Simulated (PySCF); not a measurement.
Molecule: 2-thiophenamine (C1=C(N)SC=C1, C₄H₅NS).

Cartesian coordinates in Å; atom numbers follow the order of the lines, from 1:
```xyz
11

N     2.1088    0.1999   -0.1768
C     0.7334    0.1815   -0.0733
C    -0.0836   -0.8954    0.1025
C    -1.4553   -0.5518    0.0604
C    -1.6697    0.7688   -0.1382
S    -0.1844    1.6447   -0.2831
H     2.5441    1.0923   -0.0021
H     2.5750   -0.5727    0.2740
H     0.2814   -1.8956    0.2512
H    -2.2482   -1.2695    0.1741
H    -2.5960    1.3004   -0.2145
```

Frames of a GFN2-xTB Langevin trajectory at 200 K; GIAO PBE0/pcSseg-1 shieldings in PySCF, gas phase, non-relativistic; equivalent atoms averaged within each frame.

Chemical shifts δ = σref − σ; NH3 for 15N (267.73 ppm); TMS for 13C (186.93 ppm) and 1H (31.72 ppm); CS2 for 33S (503.73 ppm), all at this level. The references are static minima.

**Question.** How do the shifts (ppm) fluctuate along the trajectory?

**Answer.** 
```
         time (fs)    N1     C2     C4     C5     C3   S6   H10   H11    H9  H7/H8
optimised geometry  70.1  161.7  131.1  114.7  105.8  186  6.72  6.08  6.06   3.60
               250  73.7  167.2  134.9  127.4  105.8  206  6.48  6.09  5.96   3.55
               425  70.5  163.9  128.1  125.5  104.1  212  6.66  6.40  5.53   3.54
               625  71.9  161.4  134.8  106.8  102.7  180  6.52  6.40  6.86   3.59
               800  71.2  164.4  129.9  120.7  101.7  203  6.85  6.93  5.69   3.51
              1000  66.4  173.6  129.4  119.2  102.9  234  6.80  6.31  5.52   2.71
    mean of frames  70.7  166.1  131.4  119.9  103.4  207  6.66  6.43  5.91   3.38
standard deviation   2.7    4.7    3.2    8.1    1.6   19  0.16  0.31  0.56   0.38
```

5 frames give an uncertainty of the mean of about the standard deviation over 2.2 at best, since frames this close in time may not be independent; classical motion lacks zero-point vibration, and the reference would need the same averaging.
